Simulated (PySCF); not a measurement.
Computed with B3LYP-D3(BJ)/def2-TZVP (PySCF). Gas-phase values, no solvent. B3LYP has the VWN-RPA correlation part, as in Gaussian. 

Reference species (SMILES): `CC(F)(F)F` (neutral, multiplicity 1).

```
Property       Result
-------------  ------
dipole moment  2.34 D
```

Changed species: `C(F)(F)(F)F` (whole molecule; the reference has whole molecule).

Q: Give the shifts of the dipole moment.

A: the dipole moment drops by 2.34 D, to 0.00 D.
